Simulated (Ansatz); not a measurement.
Consider the substitution at a C–N bond: `CNC(O)S` + H₂S → `OC(S)S` + CH₃NH₂.

Computed with Ansatz on PBE0-D4/def2-TZVP structures; ΔE is electronic, products minus reactants. CCSD(T)/CBS is the MP2 limit (def2-TZVPP, def2-QZVPP) plus CCSD(T) − MP2 in def2-TZVPP, frozen cores. This one scheme is used for every species. Functionals use def2-TZVPP. HSE06 is defined as in plane-wave codes. One conformer a species, not always the lowest.

```tsv
level	ΔE (kcal/mol)	difference from CCSD(T)/CBS
PBE0-D4	3.3	0.0
B2PLYP	3.4	0.1
PBE-QIDH	3.8	0.5
PBE	2.2	-1.1
revPBE	1.3	-2.0
BLYP	2.3	-1.0
HSE06	3.0	-0.3
HF/def2-SVP	8.7	5.4
MP2/def2-TZVPP	3.7	0.4
CCSD/CBS(def2)	3.7	0.4
CCSD(T)/CBS	3.3	0
```

Largest T1 diagnostic among the species: 0.012.

From BLYP to BHLYP (50 % exact exchange), in def2-TZVPP and without D4, ΔE moves by +2.0 kcal/mol. At CCSD(T), def2-SVP lies +4.6 kcal/mol from the extrapolated value and def2-TZVPP +1.3 kcal/mol. Leaving LDA and LC-ωPBE aside and taking each functional with its dispersion term where it has one, the values, not all of them listed here, spread over 2.4 kcal/mol, from revPBE-D4 to CAM-B3LYP-D4. LDA lies +2.7 kcal/mol from PBE without D4.
